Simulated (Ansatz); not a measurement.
**AlPH (sextet): the correlation ladder, cc-pVDZ**

Aim: climb from Hartree-Fock through coupled cluster for AlPH (sextet) at one geometry and basis, and see what each rung misses.

Method: cc-pVDZ, core rule «outside noble gas», up to 10 orbitals frozen; program: Ansatz 0.2.0, Gaussian basis.

To be run: UHF; CCSD(T) on ROHF; CCSD(T) on UHF; BCCD(T) on ROHF; CISD; CCSDT(Q) on ROHF; CCSDT(Q) on UHF; CCSDTQ on ROHF; CCSDTQ on UHF.

16 further runs of the same task are left out: 11 for a known fault of the program, 5 set aside as unsound or not needed.

**1. What is computed**

The geometry is a PBE0/def2-TZVP stationary point (not a proven minimum) of the parent state, kept for this charge and spin.

3 atoms, charge 0, spin multiplicity 6.

Atoms are counted from 1 here; the program's logs count them from 0.

Bond lengths: Al1–P2 2.392 Å, P2–H3 1.430 Å. Angles: Al1–P2–H3 98.4°.

**2. UHF**

in.yaml

```yaml
crystal:
  periodic: [false, false, false]
  atoms:
    - {symbol: Al, position_ang: [0.000000, 0.034843, 1.300562]}
    - {symbol: P, position_ang: [0.000000, -0.073644, -1.088657]}
    - {symbol: H, position_ang: [0.000000, 1.330368, -1.360548]}
basis:
  gaussian: {orbitals: cc-pVDZ}
magnetization: {spin_polarized: true, initial_magnetization: 5}
hamiltonian: {xc: hf}
output: {orbitals: {seedname: orbitals}}
```

Started as:

```
> ansatz run in.yaml --threads 1 --pin off --events-out ev --progress --plain --max-ram 4096MiB --backend cpu
```

The runs that follow: CCSD(T) on ROHF; CCSD(T) on UHF; BCCD(T) on ROHF; CISD; CCSDT(Q) on ROHF; CCSDT(Q) on UHF; CCSDTQ on ROHF; CCSDTQ on UHF.

Before running them: what should the planned runs give, taken together? Wanted: UCCSDTQ below the RHF energy; RMP2 from UCCSDTQ; UMP2 from UCCSDTQ; RCCSD from UCCSDTQ; RCCSD(T) from UCCSDTQ; UCCSD(T) from UCCSDTQ; RCCSDT(Q) from UCCSDTQ; UCCSDT(Q) from UCCSDTQ; T1 diagnostic.

As calculated:

```
                         quantity                                                                       value
     UCCSDTQ below the RHF energy                                                                  -3.6909 eV
                RMP2 from UCCSDTQ                                                             +19.41 kcal/mol
                UMP2 from UCCSDTQ                                                             +19.75 kcal/mol
               RCCSD from UCCSDTQ                                                              +2.61 kcal/mol
            RCCSD(T) from UCCSDTQ                                                              +0.64 kcal/mol
            UCCSD(T) from UCCSDTQ                                                              +0.62 kcal/mol
           RCCSDT(Q) from UCCSDTQ                                                              +0.03 kcal/mol
           UCCSDT(Q) from UCCSDTQ                                                              +0.02 kcal/mol
levels within 1 kcal/mol (43 meV)  RCCSD(T), UCCSD(T), BCCD(T), RCCSDT, UCCSDT, RCCSDT(Q), UCCSDT(Q), RCCSDTQ
                    T1 diagnostic                                                                       0.020
```

**Reading.** RCCSD(T) lands +0.64 kcal/mol from the yardstick (0.7 % of the correlation energy). These misses are within one basis, not against nature; the frozen cores of restricted and unrestricted runs differ, which can shift their rows.
